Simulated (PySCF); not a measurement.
Compound: methoxyacetate, C3H5O3 (charge -1).
Geometry (GFN2-xTB, Å), atoms numbered from 1 in this order:
```xyz
11
C3H5O3 angstrom
C      1.4467   -0.3041    0.4214
O      0.3026   -1.1020    0.2744
C     -0.7174   -0.4622   -0.4870
C     -1.3214    0.9156    0.0415
O     -0.8608    1.3912    1.0847
O     -2.2099    1.3558   -0.7000
H      2.1478   -0.8704    1.0383
H      1.9092   -0.0964   -0.5583
H      1.2001    0.6428    0.9077
H     -0.3537   -0.2844   -1.5144
H     -1.5379   -1.1831   -0.5343
```

The geometry is computed with GFN2-xTB (gas phase).

Masses are those of the commonest isotopes; rigid-rotor values at the optimised geometry. The values belong to one conformer with, in the numbering `[CH3:1][O:2][CH2:3][C:4](=[O:5])[O-:6]`, C1–O2–C3–C4 -60°, O2–C3–C4–O5 1°.

(1) Give the principal moments of inertia and the rotational constants in MHz.

(2) What kind of rotor is it?

(3) Is it planar, by Δ = Ic − Ia − Ib?

(4) Where do the levels up to J = 5 lie, in K?

## Answers

(1) Ia = 66.27, Ib = 200.75, Ic = 243.34 u·Å²; 505379 MHz·u·Å²/I gives A = 7627, B = 2518, C = 2077 MHz.

(2) An asymmetric top; Ray's κ = -0.841.

(3) Not planar: Δ = Ic − Ia − Ib = -23.68 u·Å². For a rigid frame Δ = −2 Σ m c², so Σ m c² = 11.84 u·Å² lies off the ab plane: 4.01 from hydrogen and 7.83 from heavier atoms. The atom farthest from that plane is 1.49 Å away.

(4) Above 0(0,0), as E/k:
J = 1: 1(0,1) 0.220, 1(1,1) 0.466, 1(1,0) 0.487
J = 2: 2(0,2) 0.660, 2(1,2) 0.886, 2(1,1) 0.949, 2(2,1) 1.685, 2(2,0) 1.686
J = 3: 3(0,3) 1.316, 3(1,3) 1.515, 3(1,2) 1.641, 3(2,2) 2.346, 3(2,1) 2.353, 3(3,1) 3.626, 3(3,0) 3.626
J = 4: 4(0,4) 2.186, 4(1,4) 2.352, 4(1,3) 2.563, 4(2,3) 3.227, 4(2,2) 3.246, 4(3,2) 4.510, 4(3,1) 4.511, 4(4,1) 6.298, 4(4,0) 6.298
J = 5: 5(0,5) 3.263, 5(1,5) 3.396, 5(1,4) 3.712, 5(2,4) 4.327, 5(2,3) 4.371, 5(3,3) 5.617, 5(3,2) 5.618, 5(4,2) 7.404, 5(4,1) 7.404, 5(5,1) 9.703, 5(5,0) 9.703
Those of J = 1 are B + C, A + C and A + B.

GFN2-xTB frequencies: not computed here. Zero-point vibration and centrifugal distortion are left out.
